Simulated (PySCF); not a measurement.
Compound: C₃H₂FO (doublet state).
Cartesian coordinates in Å at the GFN2-xTB level; atoms count from 1:
```
atom  x, y, z in Å
C1     0.9000    0.4446    1.1456
C2     0.5507   -0.2057    0.0772
F3     1.3567   -1.0878   -0.5554
C4    -0.7670   -0.1064   -0.6327
O5    -1.6928    0.5787   -0.3267
H6     0.4278    1.1595    1.7758
H7    -0.7721   -0.7780   -1.5109
```

The hyperfine couplings belong to this conformer and change with its torsions.

The species is `[H]/[C]=C(/F)C=O` [radical].

Level of theory: UKS B3LYP, pcH-1 on C F H O, non-relativistic, mean-field spin-orbit, GIAO in PySCF 2.14.0. One conformer (not necessarily the lowest) at the GFN2-xTB geometry, without solvent, vibrations or thermal averaging. Couplings are sensitive to structure, and on GFN2-xTB geometries they can be far from those on DFT ones. No stability test was run, so a lower SCF solution isn't excluded.

Match the computed a_iso(13C) values +322.2, -44.5, +40.1 MHz with the sites C1; C2; C4.

```
site  a_iso (MHz)  ρ(0) (bohr⁻³)                 position  distance from C1 (Å)  spin population  largest |T| (MHz)
  C1       +322.2        +0.2866  largest spin population                  0.00            +1.07              143.7
  C2        -44.5        -0.0396           1 bond from C1                  1.30            -0.12               26.0
  C4        +40.1        +0.0357          2 bonds from C1                  2.50            +0.05               10.8
```

The isotropic 1H couplings are +46.4, +12.6 MHz. Assign them to H6; H7.

```
site  a_iso (MHz)  ρ(0) (bohr⁻³)         position  distance from C1 (Å)  bound to  spin population there  largest |T| (MHz)
  H6        +12.6        +0.0028   1 bond from C1                  1.06        C1                  +1.07               42.5
  H7        +46.4        +0.0104  3 bonds from C1                  3.37        C4                  +0.05                4.1
```

ρ(0) is the spin density at the nucleus and T the dipolar tensor. The Mulliken spin populations are largest on C1 (+1.07) and C2 (-0.12). No atom but C1 exceeds +0.15. The positive populations add up to 1.15 and the negative ones to -0.15, together 2S = 1.

Time: 15 s wall (with the writing of density and orbital grids); peak memory 0.50 GiB. Hardware: one thread of an Arm Neoverse V1 (shared host).
